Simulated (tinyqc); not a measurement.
Worked calculation: LCCD on RHF in the sto-3g basis, frozen core, for H2O, spin multiplicity 1. Computed by tinyqc, a small Python program that keeps every step (integrals from PySCF). Settings: charge = 0, multiplicity = 1, basis = sto-3g, method = RHF, frozen orbitals = 1, energy threshold = 1e-10, iteration cap = 57, orthogonalisation = symmetric, start = core, DIIS depth = 6, amplitude equations = LCCD, DIIS depth for amplitudes = 6, cap on updates = 58. Command: `OMP_NUM_THREADS=1 python tinyqc.py 29408 29409 out.jsonl` (the two numbers bound the seeds that draw the settings). One thread of a shared host (Intel(R) Xeon(R) Processor @ 2.60GHz), about 0.1 s of CPU time with the checks. The early iterations of the SCF are left out here.

## One-electron integrals

Geometry (angstrom):
```
atom         x          y         z
O     0.000000   0.000000  0.000000
H     0.000000   0.725000  0.602000
H     0.000000  -0.725000  0.602000
```

Basis sto-3g: exponents (1/bohr^2) and contraction coefficients of normalised primitives:
```
element  l (shell)    exponent  coefficient
O            s (1)  130.709320     0.154329
O            s (1)   23.808861     0.535328
O            s (1)    6.443608     0.444635
O            s (2)    5.033151    -0.099967
O            s (2)    1.169596     0.399513
O            s (2)    0.380389     0.700115
O            p (3)    5.033151     0.155916
O            p (3)    1.169596     0.607684
O            p (3)    0.380389     0.391957
H            s (1)    3.425251     0.154329
H            s (1)    0.623914     0.535328
H            s (1)    0.168855     0.444635
```

Overlap, kinetic and nuclear-attraction integrals over the contracted functions; the nuclear repulsion is the sum of Za Zb / Rab.

nuclear repulsion = 9.34973174 hartree

overlap S, order 1O 1s, 1O 2s, 1O 2px, 1O 2py, 1O 2pz, 2H 1s, 3H 1s:
```
[[1.000000, 0.236704, 0.000000, 0.000000, 0.000000, 0.055911, 0.055911],
 [0.236704, 1.000000, 0.000000, 0.000000, 0.000000, 0.484599, 0.484599],
 [0.000000, 0.000000, 1.000000, 0.000000, 0.000000, 0.000000, 0.000000],
 [0.000000, 0.000000, 0.000000, 1.000000, 0.000000, 0.306635, -0.306635],
 [0.000000, 0.000000, 0.000000, 0.000000, 1.000000, 0.254613, 0.254613],
 [0.055911, 0.484599, 0.000000, 0.306635, 0.254613, 1.000000, 0.275700],
 [0.055911, 0.484599, 0.000000, -0.306635, 0.254613, 0.275700, 1.000000]]
```

kinetic energy T (hartree), order 1O 1s, 1O 2s, 1O 2px, 1O 2py, 1O 2pz, 2H 1s, 3H 1s:
```
[[29.003200, -0.168011, 0.000000, 0.000000, 0.000000, -0.001420, -0.001420],
 [-0.168011, 0.808128, 0.000000, 0.000000, 0.000000, 0.135871, 0.135871],
 [0.000000, 0.000000, 2.528731, 0.000000, 0.000000, 0.000000, 0.000000],
 [0.000000, 0.000000, 0.000000, 2.528731, 0.000000, 0.227602, -0.227602],
 [0.000000, 0.000000, 0.000000, 0.000000, 2.528731, 0.188988, 0.188988],
 [-0.001420, 0.135871, 0.000000, 0.227602, 0.188988, 0.760032, 0.014273],
 [-0.001420, 0.135871, 0.000000, -0.227602, 0.188988, 0.014273, 0.760032]]
```

nuclear attraction V (hartree), order 1O 1s, 1O 2s, 1O 2px, 1O 2py, 1O 2pz, 2H 1s, 3H 1s:
```
[[-61.741553, -7.448921, 0.000000, 0.000000, -0.020464, -1.811761, -1.811761],
 [-7.448921, -10.158695, 0.000000, 0.000000, -0.239330, -3.977853, -3.977853],
 [0.000000, 0.000000, -9.999240, 0.000000, 0.000000, 0.000000, 0.000000],
 [0.000000, 0.000000, 0.000000, -10.152412, 0.000000, -2.238205, 2.238205],
 [-0.020464, -0.239330, 0.000000, 0.000000, -10.104848, -1.941166, -1.941166],
 [-1.811761, -3.977853, 0.000000, -2.238205, -1.941166, -5.908998, -1.778531],
 [-1.811761, -3.977853, 0.000000, 2.238205, -1.941166, -1.778531, -5.908998]]
```

core Hamiltonian H = T + V (hartree), order 1O 1s, 1O 2s, 1O 2px, 1O 2py, 1O 2pz, 2H 1s, 3H 1s:
```
[[-32.738353, -7.616932, 0.000000, 0.000000, -0.020464, -1.813181, -1.813181],
 [-7.616932, -9.350567, 0.000000, 0.000000, -0.239330, -3.841983, -3.841983],
 [0.000000, 0.000000, -7.470509, 0.000000, 0.000000, 0.000000, 0.000000],
 [0.000000, 0.000000, 0.000000, -7.623681, 0.000000, -2.010602, 2.010602],
 [-0.020464, -0.239330, 0.000000, 0.000000, -7.576117, -1.752177, -1.752177],
 [-1.813181, -3.841983, 0.000000, -2.010602, -1.752177, -5.148966, -1.764258],
 [-1.813181, -3.841983, 0.000000, 2.010602, -1.752177, -1.764258, -5.148966]]
```

## Two-electron integrals

Functions are numbered as in S; the eight-fold symmetry (ij|kl) = (ji|kl) = (kl|ij) leaves the list below.

Two-electron integrals (ij|kl) in chemists' order, unique and non-zero (hartree):
```
(11|11) 4.785065    (21|11) 0.741380    (21|21) 0.136873    (22|11) 1.118947
(22|21) 0.256633    (22|22) 0.817206    (31|31) 0.024477    (32|31) 0.037809
(32|32) 0.180518    (33|11) 1.115814    (33|21) 0.256684    (33|22) 0.817023
(33|33) 0.880159    (41|41) 0.024477    (42|41) 0.037809    (42|42) 0.180518
(43|43) 0.047444    (44|11) 1.115814    (44|21) 0.256684    (44|22) 0.817023
(44|33) 0.785270    (44|44) 0.880159    (51|51) 0.024477    (52|51) 0.037809
(52|52) 0.180518    (53|53) 0.047444    (54|54) 0.047444    (55|11) 1.115814
(55|21) 0.256684    (55|22) 0.817023    (55|33) 0.785270    (55|44) 0.785270
(55|55) 0.880159    (61|11) 0.178031    (61|21) 0.032571    (61|22) 0.060611
(61|33) 0.060497    (61|41) 0.001150    (61|42) 0.002145    (61|44) 0.060704
(61|51) 0.000955    (61|52) 0.001781    (61|54) 0.000172    (61|55) 0.060640
(61|61) 0.007851    (62|11) 0.414074    (62|21) 0.096075    (62|22) 0.336502
(62|33) 0.330952    (62|41) 0.005517    (62|42) 0.041368    (62|44) 0.340622
(62|51) 0.004581    (62|52) 0.034350    (62|54) 0.008030    (62|55) 0.337619
(62|61) 0.023270    (62|62) 0.168616    (63|31) 0.010281    (63|32) 0.059011
(63|43) 0.008692    (63|53) 0.007217    (63|63) 0.024625    (64|11) 0.223056
(64|21) 0.052447    (64|22) 0.196218    (64|33) 0.187227    (64|41) 0.012935
(64|42) 0.082007    (64|44) 0.210160    (64|51) 0.002204    (64|52) 0.019094
(64|54) 0.011825    (64|55) 0.191052    (64|61) 0.013290    (64|62) 0.119430
(64|64) 0.108290    (65|11) 0.185213    (65|21) 0.043549    (65|22) 0.162928
(65|33) 0.155463    (65|41) 0.002204    (65|42) 0.019094    (65|44) 0.160070
(65|51) 0.012111    (65|52) 0.074866    (65|54) 0.012518    (65|55) 0.173074
(65|61) 0.011035    (65|62) 0.099168    (65|64) 0.069470    (65|65) 0.082309
(66|11) 0.539101    (66|21) 0.127117    (66|22) 0.508646    (66|33) 0.487910
(66|41) 0.009838    (66|42) 0.100134    (66|44) 0.524368    (66|51) 0.008169
(66|52) 0.083146    (66|54) 0.030272    (66|55) 0.513047    (66|61) 0.031097
(66|62) 0.314442    (66|64) 0.254502    (66|65) 0.211325    (66|66) 0.774606
(71|11) 0.178031    (71|21) 0.032571    (71|22) 0.060611    (71|33) 0.060497
(71|41) -0.001150   (71|42) -0.002145   (71|44) 0.060704    (71|51) 0.000955
(71|52) 0.001781    (71|54) -0.000172   (71|55) 0.060640    (71|61) 0.007736
(71|62) 0.022581    (71|64) 0.011734    (71|65) 0.010714    (71|66) 0.029816
(71|71) 0.007851    (72|11) 0.414074    (72|21) 0.096075    (72|22) 0.336502
(72|33) 0.330952    (72|41) -0.005517   (72|42) -0.041368   (72|44) 0.340622
(72|51) 0.004581    (72|52) 0.034350    (72|54) -0.008030   (72|55) 0.337619
(72|61) 0.022581    (72|62) 0.139550    (72|64) 0.067615    (72|65) 0.079926
(72|66) 0.217189    (72|71) 0.023270    (72|72) 0.168616    (73|31) 0.010281
(73|32) 0.059011    (73|43) -0.008692   (73|53) 0.007217    (73|63) 0.019799
(73|73) 0.024625    (74|11) -0.223056   (74|21) -0.052447   (74|22) -0.196218
(74|33) -0.187227   (74|41) 0.012935    (74|42) 0.082007    (74|44) -0.210160
(74|51) -0.002204   (74|52) -0.019094   (74|54) 0.011825    (74|55) -0.191052
(74|61) -0.011734   (74|62) -0.067615   (74|64) -0.013337   (74|65) -0.037793
(74|66) -0.091550   (74|71) -0.013290   (74|72) -0.119430   (74|74) 0.108290
(75|11) 0.185213    (75|21) 0.043549    (75|22) 0.162928    (75|33) 0.155463
(75|41) -0.002204   (75|42) -0.019094   (75|44) 0.160070    (75|51) 0.012111
(75|52) 0.074866    (75|54) -0.012518   (75|55) 0.173074    (75|61) 0.010714
(75|62) 0.079926    (75|64) 0.037793    (75|65) 0.064879    (75|66) 0.136836
(75|71) 0.011035    (75|72) 0.099168    (75|74) -0.069470   (75|75) 0.082309
(76|11) 0.175990    (76|21) 0.041206    (76|22) 0.156303    (76|33) 0.152603
(76|44) 0.155482    (76|51) 0.003106    (76|52) 0.027490    (76|55) 0.160658
(76|61) 0.009891    (76|62) 0.078014    (76|64) 0.047445    (76|65) 0.051577
(76|66) 0.149961    (76|71) 0.009891    (76|72) 0.078014    (76|74) -0.047445
(76|75) 0.051577    (76|76) 0.043629    (77|11) 0.539101    (77|21) 0.127117
(77|22) 0.508646    (77|33) 0.487910    (77|41) -0.009838   (77|42) -0.100134
(77|44) 0.524368    (77|51) 0.008169    (77|52) 0.083146    (77|54) -0.030272
(77|55) 0.513047    (77|61) 0.029816    (77|62) 0.217189    (77|64) 0.091550
(77|65) 0.136836    (77|66) 0.356419    (77|71) 0.031097    (77|72) 0.314442
(77|74) -0.254502   (77|75) 0.211325    (77|76) 0.149961    (77|77) 0.774606
```

## Orthogonalisation

S = U s U^T; symmetric (Loewdin) form X = U s^(-1/2) U^T, so that X^T S X = 1.

eigenvalues of S: [0.332221, 0.407120, 0.882758, 1.000000, 1.096200, 1.317180, 1.964521]

X, order 1O 1s, 1O 2s, 1O 2px, 1O 2py, 1O 2pz, 2H 1s, 3H 1s:
```
[[1.024251, -0.144078, 0.000000, 0.000000, -0.010965, 0.022157, 0.022157],
 [-0.144078, 1.258633, 0.000000, 0.000000, 0.121881, -0.304097, -0.304097],
 [0.000000, 0.000000, 1.000000, 0.000000, 0.000000, 0.000000, 0.000000],
 [0.000000, 0.000000, 0.000000, 1.113870, 0.000000, -0.234487, 0.234487],
 [-0.010965, 0.121881, 0.000000, 0.000000, 1.062759, -0.157097, -0.157097],
 [0.022157, -0.304097, 0.000000, -0.234487, -0.157097, 1.223459, -0.101242],
 [0.022157, -0.304097, 0.000000, 0.234487, -0.157097, -0.101242, 1.223459]]
```

## Iteration 8 (converged): orbitals

converged F (hartree), order 1O 1s, 1O 2s, 1O 2px, 1O 2py, 1O 2pz, 2H 1s, 3H 1s:
```
[[-20.236292, -5.164000, 0.000000, 0.000000, -0.030139, -1.238141, -1.238141],
 [-5.164000, -2.454369, 0.000000, 0.000000, -0.138726, -1.052825, -1.052825],
 [0.000000, 0.000000, -0.395134, 0.000000, 0.000000, 0.000000, 0.000000],
 [0.000000, 0.000000, 0.000000, -0.326500, 0.000000, -0.390554, 0.390554],
 [-0.030139, -0.138726, 0.000000, 0.000000, -0.365802, -0.388223, -0.388223],
 [-1.238141, -1.052825, 0.000000, -0.390554, -0.388223, -0.603439, -0.430678],
 [-1.238141, -1.052825, 0.000000, 0.390554, -0.388223, -0.430678, -0.603439]]
```

Diagonalise F' = X^T F X, C = X C', fill 5 alpha and 5 beta electrons from the bottom; D = 2 C_occ C_occ^T. Each column has its largest component positive (the first on a tie).

F' = X^T F X (hartree):
```
[[-19.855919, -2.694508, 0.000000, 0.000000, -0.056277, -0.199426, -0.199426],
 [-2.694508, -1.221059, 0.000000, 0.000000, 0.120198, -0.529656, -0.529656],
 [0.000000, 0.000000, -0.395134, 0.000000, 0.000000, 0.000000, 0.000000],
 [0.000000, 0.000000, 0.000000, -0.016058, 0.000000, -0.480286, 0.480286],
 [-0.056277, 0.120198, 0.000000, 0.000000, -0.193157, -0.348083, -0.348083],
 [-0.199426, -0.529656, 0.000000, -0.480286, -0.348083, 0.026434, -0.119758],
 [-0.199426, -0.529656, 0.000000, 0.480286, -0.348083, -0.119758, 0.026434]]
```

orbital energies (hartree): [-20.245164, -1.281072, -0.618988, -0.464189, -0.395134, 0.626966, 0.749122]

coefficients C, order 1O 1s, 1O 2s, 1O 2px, 1O 2py, 1O 2pz, 2H 1s, 3H 1s:
```
[[0.994103, -0.231856, 0.000000, 0.106528, 0.000000, -0.132682, 0.000000],
 [0.026830, 0.826961, 0.000000, -0.553789, 0.000000, 0.901918, 0.000000],
 [0.000000, 0.000000, 0.000000, 0.000000, 1.000000, 0.000000, 0.000000],
 [0.000000, 0.000000, 0.612877, 0.000000, 0.000000, 0.000000, 0.987450],
 [0.004623, 0.139267, 0.000000, 0.767652, 0.000000, 0.764908, 0.000000],
 [-0.006108, 0.159028, 0.446472, 0.276151, 0.000000, -0.803583, -0.856191],
 [-0.006108, 0.159028, -0.446472, 0.276151, 0.000000, -0.803583, 0.856191]]
```

D after iteration 8, order 1O 1s, 1O 2s, 1O 2px, 1O 2py, 1O 2pz, 2H 1s, 3H 1s:
```
[[2.106694, -0.448117, 0.000000, 0.000000, 0.108166, -0.027051, -0.027051],
 [-0.448117, 1.982531, 0.000000, 0.000000, -0.619650, -0.043166, -0.043166],
 [0.000000, 0.000000, 2.000000, 0.000000, 0.000000, 0.000000, 0.000000],
 [0.000000, 0.000000, 0.000000, 0.751237, 0.000000, 0.547265, -0.547265],
 [0.108166, -0.619650, 0.000000, 0.000000, 1.217412, 0.468214, 0.468214],
 [-0.027051, -0.043166, 0.000000, 0.547265, 0.468214, 0.601848, -0.195502],
 [-0.027051, -0.043166, 0.000000, -0.547265, 0.468214, -0.195502, 0.601848]]
```

## Convergence

Stop when the energy changes by less than 1e-10 hartree and every element of the error matrix X^T (F D S - S D F) X is below 3e-06.

Course of the cycle:
```
iteration   E (hartree)     change  largest element of the error matrix
1          -73.21804092          -                             6.96e-01
2          -74.94380432  -1.73e+00                             9.59e-02
3          -74.95971828  -1.59e-02                             2.50e-02
4          -74.96053510  -8.17e-04                             3.27e-03
5          -74.96056645  -3.13e-05                             7.15e-04
6          -74.96056811  -1.66e-06                             8.61e-05
7          -74.96056812  -1.62e-08                             1.81e-07
8          -74.96056812  -5.68e-14                             2.93e-09
```

PySCF RHF in the same basis = -74.96056812 hartree

Converged in 8 iterations.

## Integrals over molecular orbitals

(pq|rs) = sum C_ip C_jq C_kr C_ls (ij|kl), one index at a time.

one-electron integrals over orbitals h = C^T H C (hartree):
```
[[-32.720610, 0.555908, 0.000000, -0.244170, 0.000000, 0.304910, 0.000000],
 [0.555908, -7.692814, 0.000000, 0.424637, 0.000000, -1.399384, 0.000000],
 [0.000000, 0.000000, -6.413658, 0.000000, 0.000000, 0.000000, -1.688765],
 [-0.244170, 0.424637, 0.000000, -7.008161, 0.000000, -1.071149, 0.000000],
 [0.000000, 0.000000, 0.000000, 0.000000, -7.470509, 0.000000, 0.000000],
 [0.304910, -1.399384, 0.000000, -1.071149, 0.000000, -5.373824, 0.000000],
 [0.000000, 0.000000, -1.688765, 0.000000, 0.000000, 0.000000, -5.596511]]
```

Two-electron integrals over orbitals (pq|rs), unique and non-zero (hartree); the lowest 1 orbital is frozen and left out:
```
(22|22) 0.731337    (32|32) 0.145305    (33|22) 0.650704    (33|33) 0.639066
(42|22) 0.007742    (42|33) 0.006901    (42|42) 0.122245    (43|32) 0.018021
(43|43) 0.047231    (44|22) 0.673762    (44|33) 0.602200    (44|42) -0.104301
(44|44) 0.785760    (52|52) 0.143600    (53|53) 0.029259    (54|52) -0.048208
(54|54) 0.057144    (55|22) 0.746855    (55|33) 0.633566    (55|42) -0.068863
(55|44) 0.729879    (55|55) 0.880159    (62|22) 0.144876    (62|33) 0.079056
(62|42) 0.019349    (62|44) 0.088138    (62|55) 0.159906    (62|62) 0.103349
(63|32) -0.037182   (63|43) -0.027073   (63|63) 0.067677    (64|22) 0.092413
(64|33) 0.043630    (64|42) -0.034096   (64|44) 0.122163    (64|55) 0.114995
(64|62) 0.059770    (64|64) 0.068626    (65|52) 0.059074    (65|54) -0.002409
(65|65) 0.038920    (66|22) 0.620937    (66|33) 0.575754    (66|42) 0.058398
(66|44) 0.552203    (66|55) 0.593608    (66|62) 0.099763    (66|64) 0.044111
(66|66) 0.602173    (72|32) 0.037795    (72|43) -0.035538   (72|63) 0.036068
(72|72) 0.060985    (73|22) 0.132987    (73|33) 0.090212    (73|42) -0.078281
(73|44) 0.158998    (73|55) 0.187476    (73|62) 0.076837    (73|64) 0.078492
(73|66) 0.037407    (73|73) 0.152996    (74|32) -0.078716   (74|43) 0.003470
(74|63) 0.042781    (74|72) -0.015972   (74|74) 0.070277    (75|53) 0.023565
(75|75) 0.023942    (76|32) 0.097949    (76|43) 0.046013    (76|63) -0.061160
(76|72) -0.011932   (76|74) -0.058089   (76|76) 0.113459    (77|22) 0.625265
(77|33) 0.614087    (77|42) -0.011569   (77|44) 0.608385    (77|55) 0.624125
(77|62) 0.069105    (77|64) 0.039804    (77|66) 0.569712    (77|73) 0.088898
(77|77) 0.620376
```

## LCCD: starting amplitudes

t_ij^ab = <ij||ab> / (e_i + e_j - e_a - e_b), whose energy is MP2.

Starting amplitudes (spin orbitals 1a, 1b, ...; amplitudes related by a flip of all spins are not repeated):
```
from      to          t
3a 3b  7a 7b  -0.055915
3a 4b  6b 7a   0.031917
4a 4b  6a 6b  -0.031446
4a 4b  7a 7b  -0.028961
3a 3b  6a 6b  -0.027159
2a 2b  6a 6b  -0.027082
2a 3b  6a 7b  -0.023453
2a 4b  6a 6b  -0.019929
5a 5b  6a 6b  -0.019039
3a 4b  6a 7b  -0.017396
2a 2b  7a 7b  -0.015019
3a 4a  6a 7a   0.014521
2a 3a  6a 7a  -0.012444
2a 3b  6b 7a   0.011009
5a 5b  7a 7b  -0.010462
2a 4b  7a 7b   0.004924
```

correlation energy = -0.03478117 hartree

## LCCD: amplitude update 1

t_ij^ab D_ij^ab are set to the remaining terms of the spin-orbital equations, evaluated with the old amplitudes; for the doubles these are <ij||ab> + 1/2 <ab||ef> t_ij^ef + 1/2 <mn||ij> t_mn^ab + P(ij)P(ab) <mb||ej> t_im^ae, D the orbital-energy denominators (linear CCD).

Amplitudes after update 1 (spin orbitals 1a, 1b, ...; amplitudes related by a flip of all spins are not repeated):
```
from      to          t
3a 3b  7a 7b  -0.071096
3a 4b  6b 7a   0.041189
4a 4b  6a 6b  -0.038874
4a 4b  7a 7b  -0.037358
3a 3b  6a 6b  -0.036496
2a 2b  6a 6b  -0.031412
2a 3b  6a 7b  -0.029453
2a 4b  6a 6b  -0.027562
3a 4b  6a 7b  -0.025861
5a 5b  6a 6b  -0.023812
2a 3b  6b 7a   0.016902
2a 2b  7a 7b  -0.016544
3a 4a  6a 7a   0.015328
2a 3a  6a 7a  -0.012551
5a 5b  7a 7b  -0.011264
2a 4b  7a 7b   0.004410
```

correlation energy = -0.04407026 hartree

## LCCD: convergence

E_corr = 1/4 sum <ij||ab> t_ij^ab; stop when the norm of the change is below 1e-8.

Course of the amplitude iterations:
```
update  correlation energy (hartree)  norm of the change
0                        -0.03478117                   -
1                        -0.04407026            6.52e-02
2                        -0.04693176            2.34e-02
3                        -0.04852575            9.24e-03
4                        -0.04851784            8.40e-04
5                        -0.04851884            1.70e-04
6                        -0.04851905            1.42e-05
7                        -0.04851905            2.16e-06
8                        -0.04851905            2.82e-07
9                        -0.04851905            9.43e-08
10                       -0.04851905            1.33e-08
11                       -0.04851905            1.27e-09
```

Converged amplitudes (spin orbitals 1a, 1b, ...; amplitudes related by a flip of all spins are not repeated):
```
from      to          t
3a 3b  7a 7b  -0.078902
3a 4b  6b 7a   0.045859
4a 4b  6a 6b  -0.043255
3a 3b  6a 6b  -0.041605
4a 4b  7a 7b  -0.041558
3a 4b  6a 7b  -0.032768
2a 2b  6a 6b  -0.032510
2a 4b  6a 6b  -0.032180
2a 3b  6a 7b  -0.031599
5a 5b  6a 6b  -0.026434
2a 3b  6b 7a   0.021015
2a 2b  7a 7b  -0.016138
3a 4a  6a 7a   0.013091
2a 3a  6a 7a  -0.010584
5a 5b  7a 7b  -0.010160
2a 4b  7a 7b   0.003353
```

LCCD total energy = -75.00908718 hartree

Converged in 11 updates, with DIIS from the third.
